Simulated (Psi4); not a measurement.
**BH2ClO (SMILES OBCl) at SVWN5/def2-SVPD**

What is the energy change on altering one bond length of BH2ClO at SVWN5/def2-SVPD? 

The calculation is run with Psi4 1.11.

2 further runs of the same task are left out: 2 that didn't finish.

**1. Starting point**

BH2ClO: 5 atoms, total charge 0, spin state singlet. SMILES: `OBCl`. The shape is that of a PBE0-D4/def2-TZVP optimisation. This is one conformer, not always the lowest.

Bond lengths: O1–B2 1.340 Å, B2–Cl3 1.766 Å, O1–H4 0.963 Å, B2–H5 1.189 Å. Angles: O1–B2–Cl3 121.0°, O1–B2–H5 119.8°, Cl3–B2–H5 119.2°, B2–O1–H4 113.9°.

**2. Energy and forces at SVWN5/def2-SVPD**

Input file calc.in:

```
memory 1600 MB

molecule {
  O     -1.63140056    -1.16898458    -0.00548021
  B      0.71620620    -0.25927042     0.26059323
  Cl     1.49023802     2.82703028    -0.74700874
  H     -2.79244829     0.00226767    -0.77422079
  H      2.31170197    -1.54031576     1.18788184
  units au
  symmetry c1
  no_reorient
  no_com
}

set basis def2-SVPD
set puream true
set e_convergence 1e-09
set d_convergence 1e-08
set scf_type pk
set dft_radial_points 99
set dft_spherical_points 590

E, wfn = gradient('scf', dft_functional={"name": "SVWN5", "x_functionals": {"LDA_X": {}}, "c_functionals": {"LDA_C_VWN": {}}}, return_wfn=True)
oeprop(wfn, 'LOWDIN_CHARGES', 'WIBERG_LOWDIN_INDICES', 'MAYER_INDICES')
```

Launch:

```console
$ psi4 -n 1 calc.in calc.out
```

calc.out:

```text
[...]
  Running in c1 symmetry.
[...]
  Nuclear repulsion =   84.721670250700868
[...]
  Multiplicity = 1
[...]
  Nalpha       = 16
  Nbeta        = 16
[...]
    Number of basis functions: 86
[...]
   @RKS iter   1:  -558.79999047600131   -3.81993e-02   8.79301e-03 ADIIS/DIIS
[...]
   @RKS iter  11:  -559.05016454893553   -1.31877e-11   8.78761e-09 DIIS
[...]
    Orbital Energies [Eh]
    ---------------------
    Doubly Occupied:
       1A   -100.296954     2A    -18.663362     3A     -9.156981
       4A     -7.020440     5A     -7.015079     6A     -7.013191
       7A     -6.502155     8A     -0.961057     9A     -0.772229
      10A     -0.548206    11A     -0.437717    12A     -0.400484
      13A     -0.371431    14A     -0.322055    15A     -0.308000
      16A     -0.291287
[...]
  @RKS Final Energy:  -559.05016454893553
   => Energetics <=
    Nuclear Repulsion Energy =             84.7216702507008677
    One-Electron Energy =                -940.6886752919606351
    Two-Electron Energy =                 336.1893715876811939
    DFT Exchange-Correlation Energy =     -39.2725310953569746
    Empirical Dispersion Energy =           0.0000000000000000
    VV10 Nonlocal Energy =                  0.0000000000000000
    Total Energy =                       -559.0501645489355269
[...]
 Multipole Moments:
 ------------------------------------------------------------------------------------
     Multipole            Electronic (a.u.)      Nuclear  (a.u.)        Total (a.u.)
 ------------------------------------------------------------------------------------
 L = 1.  Multiply by 2.5417464519 to convert [e a0] to [Debye]
 Dipole X            :        -15.7992250           15.3831265           -0.4160985
 Dipole Y            :        -35.7914877           35.8732379            0.0817503
 Dipole Z            :         10.8837393          -11.0263631           -0.1426237
 Magnitude           :                                                    0.4473953
[...]
  -Total Gradient:
     Atom            X                  Y                   Z
    ------   -----------------  -----------------  -----------------
       1       -0.011894198457     0.006081137250    -0.005552901112
       2        0.007899699599    -0.003033157726     0.003296999248
       3        0.001175506903     0.000866830412    -0.000030417898
       4        0.010183272825    -0.009107248822     0.006285306442
       5       -0.007383305040     0.005172499895    -0.003996208988
[...]
```

It took 6.9 s on 1 thread of Intel Xeon 6975P-C (Granite Rapids), shared host; peak memory 0.48 GiB.

**3. The distorted shape: a single-point energy at SVWN5/def2-SVPD**

Input file calc.py:

```python
import psi4

psi4.set_memory('1600 MB')
psi4.set_num_threads(1)
psi4.core.set_output_file('run.log', False)

geom = psi4.geometry("""
0 1
O     -1.285480    -0.279626    -0.248268
B     -0.043180     0.201774    -0.107468
Cl     0.366420     1.834974    -0.640668
H     -1.899880     0.340174    -0.655068
H      1.223300    -0.815100     0.628600
units angstrom
symmetry c1
no_reorient
no_com
""")

options = {'basis': 'def2-SVPD', 'puream': True, 'e_convergence': 1e-09, 'd_convergence': 1e-08, 'scf_type': 'pk', 'dft_radial_points': 99, 'dft_spherical_points': 590}
psi4.set_options(options)

E, wfn = psi4.energy("scf", dft_functional={"name": "SVWN5", "x_functionals": {"LDA_X": {}}, "c_functionals": {"LDA_C_VWN": {}}}, molecule=geom, return_wfn=True)
print(f'total energy {E:.8f} hartree = {E * 27.211386:.5f} eV')
```

Launch:

```console
$ python calc.py
```

run.log:

```text
[...]
  Running in c1 symmetry.
[...]
  Nuclear repulsion =   83.011273443427442
[...]
  Multiplicity = 1
[...]
  Nalpha       = 16
  Nbeta        = 16
[...]
    Number of basis functions: 86
[...]
   @RKS iter   1:  -558.74247875838864   -6.63863e-02   8.81733e-03 DIIS/ADIIS
[...]
   @RKS iter  12:  -558.98802626361498   -1.20508e-11   7.44853e-09 DIIS
[...]
    Orbital Energies [Eh]
    ---------------------
    Doubly Occupied:
       1A   -100.308647     2A    -18.675034     3A     -9.168337
       4A     -7.032160     5A     -7.026202     6A     -7.024510
       7A     -6.544010     8A     -0.972814     9A     -0.782287
      10A     -0.555601    11A     -0.446297    12A     -0.388045
      13A     -0.381301    14A     -0.316737    15A     -0.313439
      16A     -0.265442
[...]
  @RKS Final Energy:  -558.98802626361498
   => Energetics <=
    Nuclear Repulsion Energy =             83.0112734434274415
    One-Electron Energy =                -936.9861068448755077
    Two-Electron Energy =                 334.1382223150224036
    DFT Exchange-Correlation Energy =     -39.1514151771893211
    Empirical Dispersion Energy =           0.0000000000000000
    VV10 Nonlocal Energy =                  0.0000000000000000
    Total Energy =                       -558.9880262636149837
[...]
 Multipole Moments:
 ------------------------------------------------------------------------------------
     Multipole            Electronic (a.u.)      Nuclear  (a.u.)        Total (a.u.)
 ------------------------------------------------------------------------------------
 L = 1.  Multiply by 2.5417464519 to convert [e a0] to [Debye]
 Dipole X            :          8.7592764           -9.3488153           -0.5895389
 Dipole Y            :        -55.4486994           55.7308467            0.2821473
 Dipole Z            :         25.1329227          -25.4003909           -0.2674682
 Magnitude           :                                                    0.7061887
[...]
```

On the terminal:

```text
total energy -558.98802626 hartree = -15210.83895 eV
```

Wall time 5.7 s (1 thread of Intel Xeon 6975P-C (Granite Rapids), shared host); peak memory 0.48 GiB.

**4. Results**

Level: SVWN5/def2-SVPD.

```
                                                         quantity          value
                                        first shape: total energy  -559.05016 Eh
                                       first shape: dipole moment         1.14 D
                                         first shape: HOMO energy       -7.93 eV
                                         first shape: LUMO energy       -1.79 eV
                                       first shape: HOMO–LUMO gap        6.13 eV
                            first shape: largest force on an atom     0.773 eV/Å
                                    distorted shape: total energy  -558.98803 Eh
                                   distorted shape: dipole moment         1.79 D
                                     distorted shape: HOMO energy       -7.22 eV
                                     distorted shape: LUMO energy       -1.96 eV
                                   distorted shape: HOMO–LUMO gap        5.27 eV
energy change with the B2–H5 bond stretched from 1.189 to 1.783 Å       1.691 eV
```

In words: With the B2–H5 bond stretched from 1.189 to 1.783 Å the energy rises by 1.69 eV (39 kcal/mol). The first shape isn't relaxed at this level, so the change isn't measured from a minimum. The largest force (first shape) is 0.77 eV/Å: the shape isn't a stationary point for this species at this level.
